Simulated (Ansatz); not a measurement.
Basis-set extrapolation for `CSCF` (PBE0-D4/def2-TZVP geometry, frozen core, the Gaussian-basis code of Ansatz). Multiplicity 1, RHF reference.

|  | def2-TZVPP | def2-QZVPP |
| --- | --- | --- |
| HF | -575.691686 | -575.711340 |
| MP2 correlation | -0.775540 | -0.838482 |
| CCSD(T) correlation | -0.844976 | not run |

Energies in hartree. Use E(X) = E(∞) + A·exp(−7.88·√X) for Hartree–Fock and E(X) = E(∞) + B·X^(−2.97) for correlation, with X = 3 and 4, and add CCSD(T) minus MP2 of the smaller set to the MP2 limit.

Problem. What is the CCSD(T) energy at the basis-set limit?

Solution. HF limit: -575.711340 + (-0.019654) × 0.13774 = -575.71405. MP2 limit: -0.838482 + (-0.062942) × 0.74074 = -0.88511. Higher-order term: -0.844976 − (-0.775540) = -0.06944. Total: -576.66860 hartree, 346.4 kJ/mol below CCSD(T)/def2-TZVPP.
